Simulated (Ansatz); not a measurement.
C5H7, SMILES [CH2]C#CCC, a single point in a Gaussian basis

Computed with the Python package of Ansatz (0.2.0).

Typed at the interpreter:
```pycon
>>> import ansatz as az
>>> from ase import Atoms
>>> import numpy as np
>>> BASIS = '6-31G*'
>>> atoms = Atoms(['C', 'C', 'C', 'C', 'C', 'H', 'H', 'H', 'H', 'H', 'H', 'H'], positions=[
...     [2.973, 0.1029, 0.5288],
...     [1.5467, -0.1926, 0.3929],
...     [0.3712, -0.4358, 0.2807],
...     [-1.059, -0.7317, 0.1442],
...     [-1.7794, 0.4191, -0.547],
...     [3.4166, 0.2555, -0.4765],
...     [3.1041, 1.0232, 1.1344],
...     [-1.4946, -0.8919, 1.153],
...     [-1.1824, -1.6605, -0.4517],
...     [-1.6752, 1.3529, 0.0465],
...     [-2.859, 0.1774, -0.6413],
...     [-1.362, 0.5816, -1.5641],
... ])
>>> system = az.Crystal.molecule_from_ase(atoms)
>>> job = (
...     system.calculation()
...     .basis(gaussian=BASIS)
...     .functional(az.LibraryFunctional('SVWN5'))
...     .spin('collinear', total=1)
...     .accuracy('high')
...     .forces()
... )
>>> out = job.run()

>>> rep = out.report
>>> rep['converged'], rep['free_energy_ev']
(True, -5245.539982111515)
>>> print('reference energy %16.6f eV' % rep['reference_energy_ev'])
reference energy     -5245.539982 eV
>>> print('total energy     %16.6f eV' % rep['free_energy_ev'])
total energy         -5245.539982 eV
>>> print('occupied orbitals outside the frozen core (up, down):', rep['n_occupied'], ' frozen:', rep['n_frozen'], ' virtual:', rep['n_virtual'])
occupied orbitals outside the frozen core (up, down): [19, 18]  frozen: 0  virtual: [70, 71]
>>> state = rep['mean_field']['state']
>>> print(f'mean field: {state["energy"]["hartree"]:.7f} Ha, <S^2> = {abs(state["spin_squared"]):.4f}, stability: {state.get("stability", {}).get("kind")}')
mean field: -192.7700388 Ha, <S^2> = 0.7547, stability: minimum
>>> symbols = [site.symbol for site in system.cartesian_sites]
>>> forces = np.array(rep['forces_ev_ang'])
>>> print('largest force', round(float(np.linalg.norm(forces, axis=1).max()), 4), 'eV/A, rms', round(float(np.sqrt((forces ** 2).mean())), 4))
largest force 5.2614 eV/A, rms 1.2504
>>> charges = rep['charge_distribution']
>>> dipole = np.array(charges['dipole_moment_e_ang']) * 4.803205
>>> print('dipole (D): {:.3f} {:.3f} {:.3f}, length {:.3f}'.format(*dipole, np.linalg.norm(dipole)))
dipole (D): -1.551 0.458 -0.519, length 1.698
>>> print('atom  Mulliken   Lowdin')
atom  Mulliken   Lowdin
>>> for symbol, m, l in zip(symbols, charges['mulliken_charges_e'], charges['lowdin_charges_e']):
...     print(f'{symbol:4s} {m:9.3f} {l:8.3f}')
...
C       -0.474   -0.230
C       -0.004   -0.118
C        0.137   -0.074
C       -0.464   -0.239
C       -0.526   -0.353
H        0.185    0.145
H        0.185    0.145
H        0.202    0.156
H        0.202    0.156
H        0.189    0.139
H        0.179    0.133
H        0.189    0.139
```

What to keep in mind:
- These settings explore the input space; basis and method may be short of convergence.
- The geometry is a force-field or estimated start, not a minimum of this method, and the basis set is short of its limit.
- The species is open-shell (spin multiplicity 2).
- The Löwdin charges here are taken after orthogonalising the functions within each atom; they differ from plain Löwdin charges, and their signs can be unphysical.
- Wall time of the script: 8.9 s on 1 thread of Arm Neoverse V2, with other jobs on the host, peak memory 0.35 GiB.

(Lines on the test bed's own set-up are left out of the output.)
